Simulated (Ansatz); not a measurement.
**AlO− (quintet): the correlation ladder, aug-cc-pVTZ**

One table from this session's results is given with a row withheld; the runs are named, their logs left out.

Method: aug-cc-pVTZ, core rule «outside noble gas», up to 6 orbitals frozen; program: Ansatz 0.2.0, Gaussian basis.

Plan: UHF; CCSD(T) on ROHF; CCSD(T) on UHF; BCCD(T) on ROHF; CCSDT(Q) on ROHF; CCSDT(Q) on UHF.

12 further runs of the same task are left out: 8 for a known fault of the program, 4 set aside as unsound or not needed.

## The geometry

The geometry is a PBE0/def2-TZVPD stationary point (not a proven minimum) of the parent state, kept for this charge and spin.

2 atoms, charge -1, spin multiplicity 5.

Atoms are counted from 1 here; the program's logs count them from 0.

Bond lengths: Al1–O2 1.657 Å.

Set-up of the first run:

in.yaml reads:

```yaml
crystal:
  periodic: [false, false, false]
  atoms:
    - {symbol: Al, position_ang: [0.000000, 0.000000, 0.000000]}
    - {symbol: O, position_ang: [0.000000, 0.000000, 1.656900]}
basis:
  gaussian: {orbitals: aug-cc-pVTZ}
total_charge: -1
magnetization: {spin_polarized: true, initial_magnetization: 4}
hamiltonian: {xc: hf}
output: {orbitals: {seedname: orbitals}}
```

Launch:

```bash
$ ansatz run in.yaml --threads 1 --pin off --events-out ev --progress --plain --max-ram 4096MiB --backend cpu
```

Among the steps run: UHF; CCSD(T) on ROHF; CCSD(T) on UHF; BCCD(T) on ROHF; CCSDT(Q) on ROHF; CCSDT(Q) on UHF.

One table of the session follows, with a row left open; its other results are not shown here.

It belongs to the step «Misses and costs». 

| method | from UCCSDT(Q) (meV) |
| --- | --- |
| ROHF | ? |
| UHF | +6856.6 |
| RMP2 | +735.7 |
| UMP2 | +743.6 |
| RCCSD | +266.1 |
| UCCSD | +261.2 |
| RCCSD(T) | +34.4 |
| UCCSD(T) | +32.6 |
| BCCD(T) | +34.4 |
| RCCSDT | +11.6 |
| UCCSDT | +9.0 |
| RCCSDT(Q) | +4.4 |
| UCCSDT(Q) | 0 |

Estimate the missing values for ROHF.

As computed: from UCCSDT(Q) (meV): +7002.8. In the column «from UCCSDT(Q) (meV)» it is the highest.

To keep in mind: Restricted and unrestricted rows rest on different reference determinants; where their highest levels disagree by more than a few hundredths of an eV, they describe different states and don't form one ladder.
